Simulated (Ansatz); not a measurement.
# BSiH (singlet): wave-function methods side by side at distance Si1–H3 = 1.377 Å, 6-31G

How much of the correlation energy of BSiH (singlet) does each wave-function method recover here?

Computed with Ansatz 0.2.0, Gaussian basis. Level: 6-31G, core rule «outside noble gas», up to 6 orbitals frozen.

Plan: UHF; CCSD(T) on RHF; CCSD(T) on UHF; BCCD(T) on RHF; CISD; CCSDT(Q) on RHF; CCSDT(Q) on UHF; CISDTQ; CCSDTQ on RHF; CCSDTQ on UHF; CASSCF and MRCISD+Q, 2 electrons in 2 orbitals; CASSCF and NEVPT2, 2 electrons in 2 orbitals; CASSCF and MRCISD+Q, 8 electrons in 9 orbitals; CASSCF and MRCISD+Q(relaxed), 8 electrons in 9 orbitals; CASSCF and NEVPT2, 8 electrons in 9 orbitals; Full CI.

29 further runs of the same task are left out: 12 for a known fault of the program, 13 that didn't finish, 4 set aside as unsound or not needed.

### Step 1. The system

The geometry derives from a PBE0/def2-TZVP stationary point (not a proven minimum). One bond is set to the value named and the two fragments are kept rigid.

3 atoms, charge 0, spin multiplicity 1.

Atoms are counted from 1 here; the program's logs count them from 0.

Bond lengths: Si1–B2 2.039 Å, Si1–H3 1.377 Å. Angles: B2–Si1–H3 180.0°.

### Step 2. UHF

in.yaml reads:

```yaml
crystal:
  periodic: [false, false, false]
  atoms:
    - {symbol: Si, position_ang: [0.000000, 0.000000, 0.220519]}
    - {symbol: B, position_ang: [0.000000, 0.000000, -1.818037]}
    - {symbol: H, position_ang: [0.000000, 0.000000, 1.597519]}
basis:
  gaussian: {orbitals: 6-31G}
magnetization: {spin_polarized: true, initial_magnetization: 0}
hamiltonian: {xc: hf}
output: {orbitals: {seedname: orbitals}}
```

Launch:

```
$ ansatz run in.yaml --threads 1 --pin off --events-out ev --progress --plain --max-ram 2393MiB
```

Further steps of the session: CCSD(T) on RHF; CCSD(T) on UHF; BCCD(T) on RHF; CISD; CCSDT(Q) on RHF; CCSDT(Q) on UHF; CISDTQ; CCSDTQ on RHF; CCSDTQ on UHF; CASSCF and MRCISD+Q, 2 electrons in 2 orbitals; CASSCF and NEVPT2, 2 electrons in 2 orbitals; CASSCF and MRCISD+Q, 8 electrons in 9 orbitals; CASSCF and MRCISD+Q(relaxed), 8 electrons in 9 orbitals; CASSCF and NEVPT2, 8 electrons in 9 orbitals; Full CI.

**Question.** What will the summary of the whole plan be? Wanted: FCI below the RHF energy; RMP2 from FCI; RCCSD from FCI; RCCSD(T) from FCI; RCCSDT(Q) from FCI; NEVPT2 valence from FCI; MRCISD+Q valence from FCI; MRCISD+Q(relaxed) valence from FCI; T1 diagnostic.

**Answer**, as computed:

| quantity | value |
| --- | --- |
| FCI below the RHF energy | -3.5634 eV |
| RMP2 from FCI | +1265.8 meV |
| RCCSD from FCI | +308.6 meV |
| RCCSD(T) from FCI | +144.2 meV |
| RCCSDT(Q) from FCI | +22.6 meV |
| NEVPT2 valence from FCI | +243.9 meV |
| MRCISD+Q valence from FCI | +2.8 meV |
| MRCISD+Q(relaxed) valence from FCI | -5.4 meV |
| levels within 1 kcal/mol (43 meV) | RCCSDT(Q), RCCSDTQ, MRCISD valence, MRCISD+Q valence, MRCISD+Q(relaxed) valence |
| T1 diagnostic | 0.040 |
| effectively unpaired electrons | 2.15 |

RCCSD(T) misses by +144.2 meV, 4.0 % of the correlation energy. MRCISD+Q(relaxed) valence falls below full CI: the +Q correction isn't variational, and the cores differ from full CI's. The occupations show strong static correlation (2.1 unpaired electrons where one determinant has 0). Of the multireference levels listed MRCISD+Q valence comes nearest in total energy (+2.8 meV), which doesn't show that its space is the better one. Coupled cluster took another determinant than the lowest Hartree-Fock one. These misses are within one basis, not against nature.
